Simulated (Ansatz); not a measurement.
Geometry optimisation, RKS PBE0-D4/def2-SVP (Ansatz).

input.yaml

```yaml
crystal:
  periodic: [false, false, false]
  atoms:
    - { symbol: "N", position_ang: [1.5962, -1.7892, 0.4109] }
    - { symbol: C, position_ang: [0.7144, -0.9502, 0.5457] }
    - { symbol: O, position_ang: [-0.2674, -0.051, 0.7588] }
    - { symbol: C, position_ang: [-0.506, 0.6984, -0.306] }
    - { symbol: O, position_ang: [-0.1223, 0.6198, -1.4504] }
    - { symbol: H, position_ang: [-1.3728, 1.4082, -0.0052] }
basis:
  gaussian: { orbitals: def2-SVP }
hamiltonian:
  xc: pbe0
  dispersion: d4
relax:
  f_tol: 0.02
  max_steps: 50
output:
  orbitals: {}
```

Command:

```bash
$ ansatz run input.yaml --threads 1 --pin off --max-ram 2048MiB --backend cpu --events-out ev --progress --plain --runs-dir out
```

Question: Where does it end, and by what steps?

Answer: The forces met the threshold. After 9 steps the energy has fallen by 0.603 eV; C4 moved furthest, 0.08 Å.

```tsv
step	energy less start (eV)	largest force component (eV/Å)	accepted
0	0.0000	5.025	yes
1	-0.2809	3.908	yes
2	-0.4860	2.130	yes
3	-0.5473	1.634	yes
4	-0.5905	0.450	yes
5	-0.5911	0.900	yes
6	-0.6014	0.132	yes
7	-0.6027	0.095	yes
8	-0.6032	0.026	yes
9	-0.6032	0.004	yes
```

```xyz
6
Properties=species:S:1:pos:R:3
N 1.553 -1.777 0.447
C 0.733 -0.965 0.544
O -0.193 -0.075 0.729
C -0.575 0.718 -0.350
O -0.112 0.635 -1.430
H -1.364 1.400 0.014
```

Whether the end is a true minimum wasn't checked by a vibrational analysis.

The run took 14 s on 1 CPU thread of a shared host.
